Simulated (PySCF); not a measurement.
# Cost of excited-state runs on SMILES C=C=C=CSC, C$_{5}$H$_{6}$S

Geometry (Å), atoms numbered from 1 in this order:
```xyz
12

C     2.521    1.008    0.290
C     1.571    0.106    0.194
C     0.663   -0.764    0.101
C    -0.286   -1.672    0.004
S    -1.995   -1.387   -0.017
C    -2.051    0.396    0.124
H     2.288    2.064    0.369
H     3.567    0.722    0.294
H    -0.038   -2.727   -0.074
H    -3.105    0.675    0.118
H    -1.542    0.862   -0.720
H    -1.589    0.720    1.056
```

PySCF with density fitting, on 1 thread of an Arm Neoverse V2, shared host. Command: `OMP_NUM_THREADS=1 python excited_run.py task.json out`

Problem. How long does each of these runs take, and how much memory?
- first hyperpolarisability, CAM-B3LYP/def2-TZVPD; writes grids
- excited states, CAM-B3LYP/def2-TZVPD; Tamm-Dancoff; spin-orbit couplings; 6 states; 5 triplets; quadratic response for 4 states; writes grids
- excited states, CAM-B3LYP/def2-TZVPD; two-photon moments; 8 states; quadratic response for 6 states; 0 triplets

Solution. 
```csv
run,level,basis functions,wall time,peak memory (GiB)
first hyperpolarisability,CAM-B3LYP/def2-TZVPD,285,40 s,1.1
excited states,CAM-B3LYP/def2-TZVPD,285,43 s,1.1
excited states,CAM-B3LYP/def2-TZVPD,285,46 s,1.1
```
Times from a shared host are rough.
